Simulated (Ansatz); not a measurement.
# H18N6Tb ([Tb(NH3)6]3+): the cost of one run

Method: as each input shows; program: Ansatz 0.2.0, Gaussian basis.

Plan: PBE-D4/def2-TZVP, r2SCAN-D4/def2-TZVP, B3LYP-D4/def2-TZVP, PBE-D4/def2-SVP, PBE0-D4/def2-SVP, MP2/def2-SVP.

1 further run of the same task is left out (it didn't finish).

**1. The geometry**

The geometry is that of the septet, from an earlier relaxation (r2SCAN-D4/def2-SVP).

25 atoms, charge 3, spin multiplicity 7.

Atoms are counted from 1 here; the program's logs count them from 0.

Bond lengths: Tb1–N2 2.501 Å, Tb1–N6 2.501 Å, Tb1–N10 2.501 Å, Tb1–N14 2.501 Å, Tb1–N18 2.501 Å, Tb1–N22 2.500 Å, N2–H3 1.031 Å, N2–H4 1.031 Å, N2–H5 1.031 Å, N6–H7 1.031 Å, N6–H8 1.031 Å, N6–H9 1.031 Å, N10–H11 1.031 Å, N10–H12 1.031 Å, N10–H13 1.031 Å, N14–H15 1.031 Å, N14–H16 1.031 Å, N14–H17 1.031 Å and more. Angles: N2–Tb1–N6 179.6°, N2–Tb1–N10 90.0°, N2–Tb1–N14 90.5°, N2–Tb1–N18 89.4°, N2–Tb1–N22 90.2°, N6–Tb1–N10 90.3°, N6–Tb1–N14 89.1°, N6–Tb1–N18 90.5°, N6–Tb1–N22 90.0°, N10–Tb1–N14 179.4°, N10–Tb1–N18 90.1°, N10–Tb1–N22 89.6°, N14–Tb1–N18 90.0°, N14–Tb1–N22 90.2°, N18–Tb1–N22 179.5°, Tb1–N2–H3 115.4°, Tb1–N2–H4 115.4°, Tb1–N2–H5 115.7° and more.

Tb takes a core potential in the def2 sets. No spin-orbit coupling is included. The ion is computed in the gas phase, without counter-ions or solvent.

PBE0-D4/def2-TZVP was run before; its log isn't repeated, and its numbers join the tables.

**2. PBE-D4/def2-TZVP**

start.molden holds the orbitals of an earlier run on this state, given as this run's starting guess.

in.yaml

```yaml
crystal:
  periodic: [false, false, false]
  atoms:
    - {symbol: Tb, position_ang: [0.000674, -0.000169, 0.000506]}
    - {symbol: N, position_ang: [-0.004832, 0.016350, 2.501605]}
    - {symbol: H, position_ang: [0.837617, 0.414237, 2.942543]}
    - {symbol: H, position_ang: [-0.082975, -0.908977, 2.948967]}
    - {symbol: H, position_ang: [-0.768087, 0.549766, 2.943338]}
    - {symbol: N, position_ang: [-0.009936, -0.008996, -2.500077]}
    - {symbol: H, position_ang: [-0.827382, -0.460215, -2.936674]}
    - {symbol: H, position_ang: [0.784270, -0.490177, -2.947357]}
    - {symbol: H, position_ang: [0.004850, 0.920134, -2.946040]}
    - {symbol: N, position_ang: [2.501536, -0.019353, 0.004449]}
    - {symbol: H, position_ang: [2.949674, 0.908464, -0.023838]}
    - {symbol: H, position_ang: [2.945842, -0.512532, -0.783982]}
    - {symbol: H, position_ang: [2.939040, -0.460877, 0.826730]}
    - {symbol: N, position_ang: [-2.499915, 0.012294, -0.026963]}
    - {symbol: H, position_ang: [-2.931759, 0.571585, -0.777411]}
    - {symbol: H, position_ang: [-2.953024, 0.379319, 0.822935]}
    - {symbol: H, position_ang: [-2.944719, -0.910250, -0.143129]}
    - {symbol: N, position_ang: [0.015045, 2.500437, 0.012003]}
    - {symbol: H, position_ang: [0.301873, 2.934896, 0.901624]}
    - {symbol: H, position_ang: [-0.894071, 2.947176, -0.178869]}
    - {symbol: H, position_ang: [0.639812, 2.948566, -0.674472]}
    - {symbol: N, position_ang: [-0.001455, -2.500625, 0.008271]}
    - {symbol: H, position_ang: [-0.211099, -2.944828, -0.897932]}
    - {symbol: H, position_ang: [-0.680654, -2.944193, 0.644192]}
    - {symbol: H, position_ang: [0.889646, -2.942012, 0.279563]}
basis:
  gaussian: {orbitals: def2-TZVP, initial_orbitals: start.molden}
total_charge: 3
magnetization: {spin_polarized: true, initial_magnetization: 6}
hamiltonian: {xc: pbe, dispersion: d4}
scf: {omitted_lower_state_checks: [starts]}
output: {forces: true, orbitals: {seedname: orbitals}}
```

Run with:

```console
> ansatz run in.yaml --threads 4 --pin off --events-out ev --progress --plain --max-ram 6963MiB
```

**Question.** How long does this run take on 4 threads of Arm Neoverse V1, shared host, and how much memory does it need?

About 94 s, with a peak of 2.4 GiB.
